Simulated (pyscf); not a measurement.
**Four-centre exchange: H₃C–Ga(CH₃)–Cl (SMILES [CH3][Ga]([CH3])[Cl]) + HCl (SMILES Cl) → CH₄ (SMILES C) + H₃C–Ga(Cl)–Cl (SMILES [CH3][Ga]([Cl])[Cl])**

Gas phase, singlet surface, charge 0. Bonds broken: C1–Ga2, Cl11–H12. Bonds formed: C1–H12, Ga2–Cl11. PySCF, gas phase, ωB97X-D3(BJ)/def2-SVP geometries.

Transition state (Å):

```xyz
12

C      0.5329     1.0523     0.9222
Ga    -1.3764     0.3934     0.3943
C     -1.5672    -1.2234    -0.6658
Cl    -2.6617     2.1126     0.1647
H      1.2596     0.3092     0.5619
H      0.9147     1.4560     1.8786
H      0.5267     1.9320     0.2564
H     -0.8664    -1.9997    -0.3249
H     -1.3710    -1.0076    -1.7275
H     -2.5944    -1.6071    -0.5755
Cl    -1.4778    -0.1650     2.7953
H     -0.3732     0.5085     2.0316
```

One imaginary mode, 1080i cm⁻¹; descent along it reached the two sides named, in the forms told below.

```
bond      change  reactant side (Å)  saddle  product side
--------  ------  -----------------  ------  ------------
C1–Ga2    breaks              1.952   2.088           3.0
Cl11–H12  breaks              1.301   1.502           2.9
C1–H12     forms                3.8   1.532         1.101
Ga2–Cl11   forms                2.8   2.467         2.146
```

Electronic energies relative to the separated reactants (kcal/mol):

```tsv
level	barrier	reaction energy	reverse barrier
ωB97X-D3(BJ)/def2-TZVP	8.2	-33.8	42.1
PBE/def2-TZVP	6.4	-32.0	38.4
r²SCAN/def2-TZVP	5.2	-33.7	38.9
B3LYP-D3(BJ)/def2-TZVP	9.6	-33.3	42.9
PBE0-D3(BJ)/def2-TZVP	6.3	-32.6	38.8
M06-2X/def2-TZVP	7.8	-34.6	42.4
ωB97M-D3(BJ)/def2-TZVP	10.9	-32.2	43.1
HF/def2-TZVP	26.2	-37.3	63.5
```

With ωB97M-D3(BJ)/def2-TZVP energies and thermal terms (ideal gas, 1 atm, RRHO with modes under 100 cm⁻¹ raised to 100, one conformer, R ln 2 for chiral ones without a mode under 150 cm⁻¹), in kcal/mol:

```
T (K)   ΔH‡   ΔG‡     ΔH     ΔG
-----  ----  ----  -----  -----
298     9.8  20.3  -30.3  -29.6
600     9.9  31.0  -31.1  -28.6
900    10.2  41.5  -31.8  -27.2
1200   10.7  51.8  -32.3  -25.7
```

On the reactant side the descent ends in a bound adduct, 8.6 kcal/mol under the separated species and 16.9 kcal/mol under the saddle at ωB97X-D3(BJ)/def2-TZVP. This is the saddle that the search found; another between the same sides may lie lower. Elements up to Kr have no core potential and no relativistic terms here.
